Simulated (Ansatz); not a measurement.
input.yaml (Ansatz)

```yaml
crystal:
  lattice:
    - [12.0, 0.0, 0.0]
    - [0.0, 12.3, 0.0]
    - [0.0, 0.0, 12.6]
  atoms:
    - { symbol: "N", position: [0.5, 0.5, 0.4566240051] }
    - { symbol: "N", position: [0.5, 0.5, 0.5433759949] }
hamiltonian:
  xc: r2scan
  pseudopotentials:
    kind: paw
    azcp:
      "N": "pseudopotentials/N.paw.azcp"
basis:
  ecutwfc: 500
  fft_grid_basis: typed
kpoints:
  mp_grid: { grid: [1, 1, 1], shift: [0, 0, 0] }
magnetization:
  spin_polarized: false
scf:
  occupations: { method: fermi_dirac, width: 0.01 }
```

and its output:

```
Engine: ansatz 0.2.0, aarch64-unknown-linux-gnu
Pseudopotentials: kind: paw
Pseudopotential: N, paw, valence charge 5, recommended cutoff 500 eV (meta_gga) 
Functional definition: r2SCAN
  parameter k0 = 0.174
  parameter k1 = 0.065
  parameter a1 = 4.9479
  exchange = r2scan_x(k0 = k0, k1 = k1, a1 = a1)
  correlation = r2scan_c
Crystal: 2 atoms, lattice volume = 1859.760 Å³
Basis set: ecut = 500 eV, 47207 PW (Γ), exchange–correlation on 360×360×384 points (64 copies of the dense FFT grid, shifted against one another)
Bands: 9, of which v1, the nominal top of the filled ones, is band 5 counted from 1 (4 counted from 0)
Symmetry: 8 space group operations
Space group: Pmmm (ITA 47), of the structure as read, at distance tolerance 1.2e-4 Å
k-points: 1
Non-local potential: N, projectors of the file, l = 0: 2, l = 1: 2, l = 2: 1
PAW form: soft (Blöchl's): semilocal exchange-correlation on the pseudo side does not see the compensation charge
PAW frozen core: N, regenerated for the run's functional (the file was generated under x = pbe(κ = 0.804, μ = 0.2195149727645171), c = pbe(β = 0.06672455060314922))
PAW one-centre angular grid: N, 302 points (default); XC on 160 Gauss nodes
Initial density: superposition of atomic densities (neutral atoms: chi_scale 0, normalization atom), corrected by the library's trained network
Initial wavefunctions: pseudopotential atomic-orbital guess
Functional: x = r2scan, c = r2scan; τ floored in thin density (d = 2e-4 eV/Å³)
SCF iter   1: F=—  HF=-769.596819 eV  |F-HF|=—  |Δ(HF+E_count)|=         —  Δρ=1.57e-3  dr2=2.08e-2  dr2_τ=4.46e-1  ethr=1.77e-3  ⟨swp⟩=5.0  Hψ=58  notcnv=0
SCF iter   2: F=—  HF=-769.616988 eV  |F-HF|=—  |Δ(HF+E_count)|=   2.02e-2  Δρ=7.28e-4  dr2=2.79e-3  dr2_τ=6.88e-4  ethr=2.08e-4  ⟨swp⟩=3.0  Hψ=29  notcnv=0
SCF iter   3: F=—  HF=-769.622822 eV  |F-HF|=—  |Δ(HF+E_count)|=   5.83e-3  Δρ=1.64e-4  dr2=1.44e-4  dr2_τ=3.02e-5  ethr=2.79e-5  ⟨swp⟩=6.0  Hψ=24  notcnv=0
SCF iter   4: F=—  HF=-769.623945 eV  |F-HF|=—  |Δ(HF+E_count)|=   1.12e-3  Δρ=1.47e-5  dr2=1.88e-6  dr2_τ=4.32e-7  ethr=1.44e-6  ⟨swp⟩=9.0  Hψ=27  notcnv=0
SCF iter   5: F=—  HF=-769.623999 eV  |F-HF|=—  |Δ(HF+E_count)|=   5.40e-5  Δρ=3.01e-6  dr2=6.22e-8  dr2_τ=1.04e-8  ethr=1.88e-8  ⟨swp⟩=6.0  Hψ=33  notcnv=0
SCF iter   6: F=-769.624000 eV  HF=-769.624000 eV  |F-HF|=2.95e-8  |Δ(HF+E_count)|=   5.11e-7  Δρ=2.53e-7  dr2=4.12e-10  dr2_τ=8.65e-11  ethr=6.22e-10  ⟨swp⟩=1.0  Hψ=27  notcnv=0
SCF 1 converged in 6 iterations: F = -769.624000 eV  dr2 = 4.12e-10
SCF converged after 6 iterations
Free energy (F): -769.624000 eV
Harris-Foulkes:  -769.624000 eV  (|F-HF|=2.95e-8)
Internal energy: -769.624000 eV  (E = F + TS)
E sigma→0 (E₀):  -769.624000 eV
Fermi energy:    -6.073364 eV
--- Per-component energies (eV) ---
  E_band       = -156.394647
  E_kinetic    = 251.387178
  E_local      = -1505.086336  (includes V_loc(G=0)·N_el)
  E_nonlocal   = 95.199206
  E_hartree    = 596.755004
  E_xc         = -113.601076
  E_vxc        = -164.017057  (∫ρ·V_xc dr)
  E_paw        = -257.979458  (= ΣΔE_a)
  E_vpaw       = -39.500734  (= ΣTr[D̂ρ^β])
  E_aug_tail   = 0.000036  (compensation charges beyond the density's cutoff)
  E_vtau       = 12.112832  (kinetic-family band-sum trace: ∫τ·v_τ [+ j·A + Jᵃ·Aᵃ] dr)
  E_ewald      = 163.760577
  E_core_change = -0.059129  (= ΣΔE_core)
  E_smearing   = -0.000000  (= −TS)
  E_closure    = 0.000000  (closes the sum)
  Σ components = -769.624000   (vs F -769.624000, Δ=0.00e0)
```
